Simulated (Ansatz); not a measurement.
I need a composite energy at a relaxed geometry of C₂H₅Al, SMILES C=[CH][AlH2]. Use Ansatz 0.2.0 through its Python package. Level of theory (for the species named): r2SCAN, def2-SVP basis, multiplicity 1.

```xyz
8

C    -1.0345    0.8171   -0.3482
C     0.1387    0.6499    0.1201
Al    0.8671   -1.1635    0.2428
H    -1.6284    0.0455   -0.6960
H    -1.4733    1.8645   -0.4414
H     0.7464    1.5084    0.4470
H     2.3989   -1.3722    0.8425
H     0.0771   -2.4069   -0.2226
```

Script `composite_c2h5al.py`:
```python
"""Relax C2H5Al cheaply, then refine its energy."""

import ansatz
import numpy as np


def main() -> None:
    geometry_ang = [
        ("C", (-1.0345, 0.8171, -0.3482)),
        ("C", (0.1387, 0.6499, 0.1201)),
        ("Al", (0.8671, -1.1635, 0.2428)),
        ("H", (-1.6284, 0.0455, -0.696)),
        ("H", (-1.4733, 1.8645, -0.4414)),
        ("H", (0.7464, 1.5084, 0.447)),
        ("H", (2.3989, -1.3722, 0.8425)),
        ("H", (0.0771, -2.4069, -0.2226)),
    ]
    molecule = ansatz.Crystal.molecule()
    for symbol, xyz in geometry_ang:
        molecule = molecule.atom(symbol, xyz)

    setup = (
        molecule.calculation()
        .basis(gaussian="def2-SVP")
        .functional("r2scan")
    )
    symbols = [site.symbol for site in molecule.cartesian_sites]
    start = np.array([site.position_ang for site in molecule.cartesian_sites], dtype=float)
    data = setup.relax(force_tolerance=0.01).run().report
    end = np.array(data["positions_ang"])
    print("final positions (A) and the move of each atom")
    for symbol, xyz, old in zip(symbols, end, start):
        print(f"{symbol:2s} {xyz[0]:10.5f} {xyz[1]:10.5f} {xyz[2]:10.5f}   {np.linalg.norm(xyz - old):7.4f}")

    minimum = ansatz.Crystal.molecule()
    for symbol, place in zip(symbols, end):
        minimum = minimum.atom(symbol, place.tolist())
    at_minimum = minimum.calculation()
    # MP2 extrapolated to the basis limit, plus the small-basis difference CCSD(T) - MP2
    level = lambda method, basis: at_minimum.basis(gaussian=basis).correlation(method).run().report
    small, large, cluster = level("mp2", "cc-pVDZ"), level("mp2", "cc-pVTZ"), level("ccsd_t", "cc-pVDZ")
    corr = lambda each: (each["free_energy_ev"] - each["reference_energy_ev"]) / 27.211386246
    mp2_limit = (27 * corr(large) - 8 * corr(small)) / 19
    pieces = {"HF / cc-pVTZ": large["reference_energy_ev"] / 27.211386246, "MP2 correlation, DZ-TZ limit": mp2_limit, "CCSD(T) - MP2 / cc-pVDZ": corr(cluster) - corr(small)}
    for name, value in pieces.items():
        print(f"{name:32s} {value:14.6f} Ha")
    print(f"{'sum':32s} {sum(pieces.values()):14.6f} Ha")
    print("T1 diagnostic", round(cluster["correlation"]["coupled_cluster"]["t1_diagnostic"], 4))


if __name__ == "__main__":
    main()
```

```console
$ python composite_c2h5al.py
final positions (A) and the move of each atom
C    -1.04065    0.83784   -0.36030    0.0248
C     0.19836    0.64297    0.13664    0.0623
Al    0.93959   -1.15141    0.26440    0.0766
H    -1.66431    0.00082   -0.70508    0.0580
H    -1.49963    1.83293   -0.45079    0.0422
H     0.74179    1.54649    0.45439    0.0391
H     2.39663   -1.41764    0.84431    0.0455
H     0.02022   -2.34919   -0.23937    0.0827
HF / cc-pVTZ                        -320.562456 Ha
MP2 correlation, DZ-TZ limit          -0.439452 Ha
CCSD(T) - MP2 / cc-pVDZ               -0.054290 Ha
sum                                 -321.056199 Ha
T1 diagnostic 0.0109
```

Notes:
- Total energies depend on the basis set; only differences at equal settings carry meaning.
- The sum leaves out core correlation, relativity, the Hartree-Fock basis error and zero-point energy; a DZ-TZ extrapolation is rough.
- Inner cores stay frozen, so this is valence correlation.
- For Al to Cl the sets with a tight d function, cc-pV(X+d)Z, are usual.
- An extrapolation from small basis sets is rough.
- The whole script took 31 s on 1 thread of Arm Neoverse V1 (shared host), peak memory 0.33 GiB.

(A comment or docstring line of the script was reworded after the run, the code is as it ran.)
